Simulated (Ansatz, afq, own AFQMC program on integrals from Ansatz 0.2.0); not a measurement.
# BH2O (doublet): quantum Monte Carlo beside coupled cluster at scale of all distances = 1.491, cc-pVDZ

Aim: compute BH2O (doublet) with auxiliary-field quantum Monte Carlo on the same integrals as coupled cluster, and set the energies side by side.

The runs use Ansatz 0.2.0, Gaussian basis, and an in-house AFQMC program (afq) on its integrals; all values are calculated; cc-pVDZ, frozen cores.

The runs, in order: PBE (unrestricted); r2SCAN (unrestricted); PBE0 (unrestricted); B3LYP (unrestricted); wB97M-V (unrestricted); B2PLYP (unrestricted); CCSD(T) on UHF; CCSDT(Q) on UHF; Phaseless AFQMC, CISD trial on UHF.

## 1. The geometry

The geometry derives from a PBE0/def2-TZVP stationary point (not a proven minimum). All distances are scaled together.

4 atoms, charge 0, spin multiplicity 2.

Atoms are counted from 1 here; the program's logs count them from 0.

No contacts short enough for the rule that draws bonds.

## 2. PBE (unrestricted)

File in.yaml:

```yaml
crystal:
  periodic: [false, false, false]
  atoms:
    - {symbol: B, position_ang: [0.000000, 0.000000, 0.997343]}
    - {symbol: O, position_ang: [0.000000, 0.000000, -0.912889]}
    - {symbol: H, position_ang: [0.000000, 1.565954, 1.896645]}
    - {symbol: H, position_ang: [0.000000, -1.565954, 1.896645]}
basis:
  gaussian: {orbitals: cc-pVDZ}
magnetization: {spin_polarized: true, initial_magnetization: 1}
hamiltonian: {xc: {name: PBE}}
output: {orbitals: {seedname: orbitals}}
```

On the command line:

```bash
$ ansatz run in.yaml --threads 1 --pin off --events-out ev --progress --plain --max-ram 1382MiB
```

The program printed:

```text
Functional definition: PBE
  name "PBE"
  cite "Perdew, Burke & Ernzerhof, Phys. Rev. Lett. 77, 3865 (1996) doi:10.1103/PhysRevLett.77.3865"
  parent pbe
  parameter kappa = 0.804
  parameter beta = 0.06672455060314922
  exchange = pbe_x(kappa = kappa, mu = beta*pi^2/3)
  correlation = pbe_c(beta = beta)
405 factors; their error is unknown
mean field evaluation 1: about -2732.8269 eV, gradient 4.8e1 eV
mean field evaluation 2: about -2477.1016 eV, gradient 1.6e2 eV
mean field evaluation 4: about -2744.1778 eV, gradient 1.2e1 eV
mean field evaluation 8: about -2744.9784 eV, gradient 1.3e-1 eV
mean field evaluation 16: about -2744.9415 eV, gradient 2.0e-3 eV
mean field evaluation 32: about -2744.4597 eV, gradient 5.0e-6 eV
mean field -2744.94154852 eV, -100.8747413198 hartree, gradient 1.5e-5 eV, S^2 0.767131; 4 other end points of the search recorded, 0 dependent functions left out
reference -2744.94157531 eV, -100.8747423044 hartree; 8, 7 occupied and 30, 31 virtual orbitals, 405 factors
Total energy: -2744.94157531 eV, -100.8747423044 hartree
```

Run time: 0.81 s. Hardware: 1 thread of Intel Xeon 6975P-C (Granite Rapids), shared host.

From the report: ⟨S²⟩ of the determinant 0.767 (pure doublet: 0.75).

## 3. r2SCAN (unrestricted)

in.yaml: that of step 2 with these lines changed.

```diff
@@ -10,3 +10,2 @@
 magnetization: {spin_polarized: true, initial_magnetization: 1}
-hamiltonian: {xc: {name: PBE}}
-output: {orbitals: {seedname: orbitals}}
+hamiltonian: {xc: {name: r2SCAN}}
```

The command is unchanged.

The program printed:

```text
Functional definition: r2SCAN
  name "r2SCAN"
  cite "Furness, Kaplan, Ning, Perdew & Sun, J. Phys. Chem. Lett. 11, 8208 (2020) doi:10.1021/acs.jpclett.0c02405"
  cite "Furness, Kaplan, Ning, Perdew & Sun, J. Phys. Chem. Lett. 11, 9248 (2020) doi:10.1021/acs.jpclett.0c03077"
  parent r2scan
  parameter k0 = 0.174
  parameter k1 = 0.065
  parameter a1 = 4.9479
  exchange = r2scan_x(k0 = k0, k1 = k1, a1 = a1)
  correlation = r2scan_c
405 factors; their error is unknown
mean field evaluation 1: about -2734.0888 eV, gradient 4.7e1 eV
mean field evaluation 2: about -2501.8843 eV, gradient 1.5e2 eV
mean field evaluation 4: about -2745.3845 eV, gradient 1.5e1 eV
mean field evaluation 8: about -2746.6255 eV, gradient 1.5e-1 eV
mean field evaluation 16: about -2746.5916 eV, gradient 2.9e-3 eV
mean field evaluation 32: about -2746.2953 eV, gradient 4.9e0 eV
mean field -2746.59162899 eV, -100.9353806586 hartree, gradient 3.1e-6 eV, S^2 0.775251; 2 other end points of the search recorded, 0 dependent functions left out
reference -2746.59163734 eV, -100.9353809657 hartree; 8, 7 occupied and 30, 31 virtual orbitals, 405 factors
Total energy: -2746.59163734 eV, -100.9353809657 hartree
```

Wall time 1.1 s (1 thread of Intel Xeon 6975P-C (Granite Rapids), shared host).

From the report: ⟨S²⟩ of the determinant 0.775 (pure doublet: 0.75).

## 4. PBE0 (unrestricted)

in.yaml: that of step 3 with these lines changed.

```diff
@@ -10,2 +10,3 @@
 magnetization: {spin_polarized: true, initial_magnetization: 1}
-hamiltonian: {xc: {name: r2SCAN}}
+hamiltonian: {xc: {name: PBE0}}
+output: {orbitals: {seedname: orbitals}}
```

Launched as before.

The program printed:

```text
Functional definition: PBE0
  name "PBE0"
  cite "Adamo & Barone, J. Chem. Phys. 110, 6158 (1999) doi:10.1063/1.478522"
  cite "Perdew, Burke & Ernzerhof, Phys. Rev. Lett. 77, 3865 (1996) doi:10.1103/PhysRevLett.77.3865"
  parent pbe
  parameter a = 0.25
  parameter kappa = 0.804
  parameter beta = 0.06672455060314922
  exchange = (1 - a)*pbe_x(kappa = kappa, mu = beta*pi^2/3) + a*exact_x
  correlation = pbe_c(beta = beta)
350 factors; integrals over basis functions are off by at most 1.0e-3 eV
mean field evaluation 1: about -2731.2153 eV, gradient 4.7e1 eV
mean field evaluation 2: about -2521.6019 eV, gradient 1.4e2 eV
mean field evaluation 4: about -2743.2350 eV, gradient 1.6e1 eV
mean field evaluation 8: about -2744.6707 eV, gradient 1.8e-1 eV
mean field evaluation 16: about -2744.6715 eV, gradient 8.8e-4 eV
mean field -2744.67153963 eV, -100.8648186762 hartree, gradient 2.4e-6 eV, S^2 0.766928; 1 other end points of the search recorded, 0 dependent functions left out
reference -2744.67155946 eV, -100.8648194049 hartree; 8, 7 occupied and 30, 31 virtual orbitals, 350 factors
Total energy: -2744.67155946 eV, -100.8648194049 hartree
```

Wall time 0.54 s (1 thread of Intel Xeon 6975P-C (Granite Rapids), shared host).

From the report: ⟨S²⟩ of the determinant 0.767 (pure doublet: 0.75).

## 5. B3LYP (unrestricted)

in.yaml: that of step 4 with these lines changed.

```diff
@@ -10,3 +10,2 @@
 magnetization: {spin_polarized: true, initial_magnetization: 1}
-hamiltonian: {xc: {name: PBE0}}
-output: {orbitals: {seedname: orbitals}}
+hamiltonian: {xc: {name: B3LYP}}
```

Same command.

The program printed, cut to the lines that bear on the results:

```text
Functional definition: B3LYP
  name "B3LYP"
  cite "Stephens, Devlin, Chabalowski & Frisch, J. Phys. Chem. 98, 11623 (1994) doi:10.1021/j100096a001"
  cite "Becke, Phys. Rev. A 38, 3098 (1988) doi:10.1103/PhysRevA.38.3098"
  cite "Lee, Yang & Parr, Phys. Rev. B 37, 785 (1988) doi:10.1103/PhysRevB.37.785"
  cite "Vosko, Wilk & Nusair, Can. J. Phys. 58, 1200 (1980) doi:10.1139/p80-159"
[...]
350 factors; integrals over basis functions are off by at most 1.0e-3 eV
[...]
mean field -2748.23571334 eV, -100.9957996443 hartree, gradient 2.9e-6 eV, S^2 0.765260; 1 other end points of the search recorded, 0 dependent functions left out
reference -2748.23590720 eV, -100.9958067685 hartree; 8, 7 occupied and 30, 31 virtual orbitals, 350 factors
Total energy: -2748.23590720 eV, -100.9958067685 hartree
```

Wall time 0.51 s (1 thread of Intel Xeon 6975P-C (Granite Rapids), shared host).

From the report: ⟨S²⟩ of the determinant 0.765 (pure doublet: 0.75).

## 6. wB97M-V (unrestricted)

in.yaml: that of step 5 with these lines changed.

```diff
@@ -10,2 +10,3 @@
 magnetization: {spin_polarized: true, initial_magnetization: 1}
-hamiltonian: {xc: {name: B3LYP}}
+hamiltonian: {xc: {name: wB97M-V}}
+output: {orbitals: {seedname: orbitals}}
```

Same command.

The program printed, cut to the lines that bear on the results:

```text
Functional definition: wB97M-V
  name "wB97M-V"
  cite "Mardirossian & Head-Gordon, J. Chem. Phys. 144, 214110 (2016) doi:10.1063/1.4952647"
  cite "Becke, J. Chem. Phys. 107, 8554 (1997) doi:10.1063/1.475007"
  cite "Vydrov & Van Voorhis, J. Chem. Phys. 133, 244103 (2010) doi:10.1063/1.3521275"
  # Of w^i u^j: cxij and so on, Table III.
[...]
  gx(w, u) = 1 - cx + cx01*u + cx10*w
  gss(w, u) = css00 + css04*u^4 + css10*w + css20*w^2 + css43*w^4*u^3
  gos(w, u) = cos00 + cos10*w + (cos20 + cos21*u)*w^2 + (cos60 + cos61*u)*w^6
[...]
      + integral(e_c_pw_mod_opposite_spin*gos(b97_w_opposite, b97_u_opposite)) + vv10(b, c)
350 factors; integrals over basis functions are off by at most 1.0e-3 eV
111 factors; integrals over basis functions are off by at most 1.8e-5 eV
[...]
mean field -2746.63969614 eV, -100.9371470937 hartree, gradient 1.1e-5 eV, S^2 0.764978; 1 other end points of the search recorded, 0 dependent functions left out
reference -2746.63972636 eV, -100.9371482044 hartree; 8, 7 occupied and 30, 31 virtual orbitals, 350 factors
Total energy: -2746.63972636 eV, -100.9371482044 hartree
```

It took 1.6 s on 1 thread of Intel Xeon 6975P-C (Granite Rapids), shared host.

From the report: ⟨S²⟩ of the determinant 0.765 (pure doublet: 0.75).

## 7. B2PLYP (unrestricted)

in.yaml: that of step 6 with these lines changed.

```diff
@@ -10,3 +10,3 @@
 magnetization: {spin_polarized: true, initial_magnetization: 1}
-hamiltonian: {xc: {name: wB97M-V}}
-output: {orbitals: {seedname: orbitals}}
+hamiltonian: {xc: {name: B2PLYP}}
+correlation: {electrons: outside_noble_gas}
```

Launched as before.

The program printed, cut to the lines that bear on the results:

```text
Functional definition: B2PLYP
  name "B2PLYP"
  cite "Grimme, J. Chem. Phys. 124, 034108 (2006) doi:10.1063/1.2148954"
  cite "Becke, Phys. Rev. A 38, 3098 (1988) doi:10.1103/PhysRevA.38.3098"
  cite "Lee, Yang & Parr, Phys. Rev. B 37, 785 (1988) doi:10.1103/PhysRevB.37.785"
[...]
350 factors; integrals over basis functions are off by at most 1.0e-3 eV
[...]
mean field -2742.92430674 eV, -100.8006090520 hartree, gradient 2.6e-6 eV, S^2 0.776937; 4 other end points of the search recorded, 0 dependent functions left out
2 core orbitals not correlated: weight in the atoms' cores, before any rotation towards them, 1.000 or more for the frozen orbitals, at most 0.000 for the correlated occupied ones
reference -2742.92442878 eV, -100.8006135368 hartree; 6, 5 occupied and 30, 31 virtual orbitals, 350 factors
second order -8.75727657 eV of doubles, -0.00000000 eV of singles
Total energy: -2745.28889346 eV, -100.8875060109 hartree
```

Run time: 0.9 s. Hardware: 1 thread of Intel Xeon 6975P-C (Granite Rapids), shared host.

From the report: ⟨S²⟩ of the determinant 0.777 (pure doublet: 0.75).

## 8. CCSD(T) on UHF

in.yaml: that of step 7 with these lines changed.

```diff
@@ -10,3 +10,2 @@
 magnetization: {spin_polarized: true, initial_magnetization: 1}
-hamiltonian: {xc: {name: B2PLYP}}
-correlation: {electrons: outside_noble_gas}
+correlation: {method: ccsd_t, electrons: outside_noble_gas, hamiltonian_folder: ham}
```

The command is unchanged.

The program printed, cut to the lines that bear on the results:

```text
Functional definition: HF
  name "HF"
  cite "Fock, Z. Phys. 61, 126 (1930) doi:10.1007/BF01340294"
  parent pbe
[...]
350 factors; integrals over basis functions are off by at most 1.0e-3 eV
[...]
mean field -2733.02529606 eV, -100.4368271190 hartree, gradient 1.7e-6 eV, S^2 1.103097; 34 other end points of the search recorded, 0 dependent functions left out
determinant -2733.02529606 eV, -100.4368271190 hartree, with singles and doubles -2740.69528304 eV, -100.7186939416 hartree
determinant -2732.82567321 eV, -100.4294911149 hartree, with singles and doubles -2740.36032120 eV, -100.7063843211 hartree
determinant -2732.80886651 eV, -100.4288734800 hartree, with singles and doubles -2740.38286336 eV, -100.7072127304 hartree
determinant -2730.80904531 eV, -100.3553814063 hartree, with singles and doubles -2737.75155442 eV, -100.6105139103 hartree
[...]
determinant -2732.82567321 eV, -100.4294911149 hartree, with singles and doubles -2740.37999010 eV, -100.7071071399 hartree
determinant -2732.80886651 eV, -100.4288734800 hartree, with singles and doubles -2740.39443051 eV, -100.7076378152 hartree
determinant -2733.00619758 eV, -100.4361252628 hartree, with singles and doubles -2740.71468206 eV, -100.7194068424 hartree
determinant -2733.00619758 eV, -100.4361252628 hartree, with singles and doubles -2740.72884318 eV, -100.7199272540 hartree
2 core orbitals not correlated: weight in the atoms' cores, before any rotation towards them, 1.000 or more for the frozen orbitals, at most 0.000 for the correlated occupied ones
reference -2733.02529606 eV, -100.4368271190 hartree; 6, 5 occupied and 30, 31 virtual orbitals, 350 factors
second order -6.17950832 eV of doubles, -0.00000000 eV of singles
cycle   1  -7.69259495 eV  change   -2.7e-6 eV  update   4.2e-6
perturbative correction -0.29045837 eV, -0.0106741483 hartree
Total energy: -2741.00834938 eV, -100.7301989176 hartree
```

Run time: 6.5 s. Hardware: 1 thread of Intel Xeon 6975P-C (Granite Rapids), shared host.

From the report: ⟨S²⟩ of the determinant 1.103 (pure doublet: 0.75); correlation -7.9831 eV; T1 0.071; largest double amplitude 0.12.

This run also writes the integrals to the folder ham.

## 9. CCSDT(Q) on UHF

in.yaml: that of step 8 with these lines changed.

```diff
@@ -10,2 +10,2 @@
 magnetization: {spin_polarized: true, initial_magnetization: 1}
-correlation: {method: ccsd_t, electrons: outside_noble_gas, hamiltonian_folder: ham}
+correlation: {method: ccsdt_q, electrons: outside_noble_gas}
```

Same command.

The program printed, cut to the lines that bear on the results:

```text
Functional definition: HF
  name "HF"
  cite "Fock, Z. Phys. 61, 126 (1930) doi:10.1007/BF01340294"
  parent pbe
[...]
655 factors; integrals over basis functions are off by at most 2.0e-7 eV
[...]
mean field -2733.02531319 eV, -100.4368277487 hartree, gradient 2.6e-6 eV, S^2 1.103101; 34 other end points of the search recorded, 0 dependent functions left out
determinant -2733.02531319 eV, -100.4368277487 hartree, with singles and doubles -2740.69531091 eV, -100.7186949660 hartree
determinant -2732.82569289 eV, -100.4294918381 hartree, with singles and doubles -2740.36035093 eV, -100.7063854137 hartree
determinant -2732.80888699 eV, -100.4288742325 hartree, with singles and doubles -2740.38289625 eV, -100.7072139389 hartree
determinant -2730.80909727 eV, -100.3553833158 hartree, with singles and doubles -2737.75161040 eV, -100.6105159676 hartree
[...]
determinant -2732.80888699 eV, -100.4288742325 hartree, with singles and doubles -2740.39446305 eV, -100.7076390110 hartree
determinant -2733.00621455 eV, -100.4361258866 hartree, with singles and doubles -2740.71470972 eV, -100.7194078592 hartree
determinant -2733.00621455 eV, -100.4361258866 hartree, with singles and doubles -2740.72887114 eV, -100.7199282818 hartree
2 core orbitals not correlated: weight in the atoms' cores, before any rotation towards them, 1.000 or more for the frozen orbitals, at most 0.000 for the correlated occupied ones
reference -2733.02531319 eV, -100.4368277487 hartree; 6, 5 occupied and 30, 31 virtual orbitals, 655 factors
second order -6.17954374 eV of doubles, -0.00000000 eV of singles
cycle   1  -6.77417776 eV  change   -5.9e-1 eV  update   1.3e-1
[...]
cycle  30  -8.08158410 eV  change    2.3e-7 eV  update   1.2e-6
perturbative correction -0.04389309 eV, -0.0016130413 hartree
Total energy: -2741.15079038 eV, -100.7354335276 hartree
```

Run time: 21 s. Hardware: 1 thread of Intel Xeon 6975P-C (Granite Rapids), shared host; peak memory 0.35 GiB.

From the report: ⟨S²⟩ of the determinant 1.103 (pure doublet: 0.75); correlation -8.1255 eV; T1 0.078; largest double amplitude 0.13.

## 10. Phaseless AFQMC, CISD trial on UHF

It reads the integrals that the CCSD(T) run on this determinant wrote.

On the command line:

```bash
$ afq ham --method phaseless --trial cisd --walkers 60 --populations 1 --least-time 40 --time-step 0.005 --steps-per-block 50 --equilibration-blocks 40 --max-blocks 300 --target-error 0.0008 --factor-cut 1e-05 --start spin_pure --seed 8575 --release-times 0.24,0.51,0.99,1.62,2.4 --release-step 0.03 --release-every 4 --taylor-order 6
```

The program printed:

```text
orbitals 36  electrons 6 5  factors 253 of 350
reference energy -100.43682712 Eh
CCSD correlation -0.28269751 Eh in 20 cycles, weight of the determinant in the CISD state 0.7576
energy of the start -100.692050 Eh
 block  time / (1/Eh)  mean weight  energy / Eh
     1     0.250  0.9988  -100.704744
     2     0.500  0.9998  -100.713666
     3     0.750  1.0000  -100.715927
     4     1.000  0.9998  -100.724581
     5     1.250  0.9998  -100.722866
     6     1.500  1.0024  -100.728402
     7     1.750  1.0002  -100.724206
     8     2.000  0.9989  -100.714698
     9     2.250  0.9982  -100.723050
    10     2.500  0.9999  -100.734563
    17     4.250  0.9968  -100.732345
    25     6.250  0.9982  -100.730079
    33     8.250  1.0030  -100.731203
    41    10.250  1.0002  -100.756545
    49    12.250  1.0012  -100.754825
    57    14.250  0.9979  -100.728234
    65    16.250  1.0001  -100.730016
    73    18.250  1.0031  -100.719321
    81    20.250  0.9994  -100.729905
    89    22.250  0.9969  -100.735988
    97    24.250  0.9985  -100.727417
   105    26.250  1.0010  -100.759973
   113    28.250  0.9985  -100.744242
   121    30.250  1.0020  -100.717167
   129    32.250  1.0005  -100.719515
   137    34.250  0.9989  -100.740584
   145    36.250  1.0005  -100.730140
   153    38.250  1.0009  -100.751093
   161    40.250  1.0002  -100.736780
   169    42.250  1.0036  -100.714902
   177    44.250  0.9996  -100.717549
   185    46.250  0.9973  -100.739309
   193    48.250  1.0003  -100.724838
   201    50.250  0.9991  -100.739558
   209    52.250  1.0020  -100.716203
   217    54.250  1.0013  -100.732601
   225    56.250  1.0010  -100.737723
   233    58.250  1.0010  -100.745511
   241    60.250  1.0013  -100.718549
   249    62.250  1.0008  -100.717895
   257    64.250  1.0012  -100.756646
   265    66.250  0.9988  -100.716642
   273    68.250  1.0005  -100.713397
   281    70.250  1.0000  -100.742411
   289    72.250  1.0005  -100.723725
   297    74.250  1.0008  -100.729326
   305    76.250  0.9993  -100.740806
   313    78.250  0.9988  -100.730180
   321    80.250  1.0027  -100.722184
   329    82.250  0.9994  -100.726035
   337    84.250  1.0023  -100.731117
blocks merged  error / Eh  count
     1  0.000595  300
     2  0.000718  150
     4  0.000819  75
     8  0.000926  37
    16  0.001037  18
    32  0.000951  9
released: time / (1/Eh)  energy / Eh  error  mean overlap
  0.24  -100.733756  0.001364  0.9892
  0.51  -100.733992  0.001403  0.9900
  0.99  -100.736731  0.001384  0.9841
  1.62  -100.737136  0.001336  0.9795
  2.40  -100.730940  0.002368  1.0121
energy -100.732118 +/- 0.001037 Eh
```

Run time: 4.9 min. Hardware: 1 thread of Intel Xeon 6975P-C (Granite Rapids), shared host.

Energy -2741.0606 ± 0.0282 eV. Caveats: constraint bias not in the error.

## 11. All levels side by side

On the UHF determinant, counted from CCSDT(Q) (a yardstick, not exact):

```csv
level,energy (eV),from CCSDT(Q) (kJ/mol),statistical error (kJ/mol),time
HF,-2733.0253,+784.0,,
MP2,-2739.2048,+187.8,,
CCSD,-2740.7179,+41.8,,
CCSD(T),-2741.0083,+13.7,,
CCSDT(Q),-2741.1508,0.0,,
"Phaseless AFQMC, CISD trial, step 0.005, 60 walkers",-2741.0606,+8.7,2.7,4.9 min
```

The functionals' totals stand on their own zeros and serve differences with other points: PBE -2744.942 eV; r2SCAN -2746.592 eV; PBE0 -2744.672 eV; B3LYP -2748.236 eV; wB97M-V -2746.640 eV; B2PLYP -2745.289 eV.

## 12. Outcome

```
                                        quantity              value
                    CCSD(T) on UHF from CCSDT(Q)       +13.7 kJ/mol
Phaseless AFQMC, CISD trial on UHF from CCSDT(Q)  +8.7 ± 2.7 kJ/mol
```

In words: On UHF the phaseless walk with the CISD trial lies +8.7 kJ/mol from CCSDT(Q), 3 times its error bar. Error bars are statistical and leave out the constraint, the time step and what remains of the start.
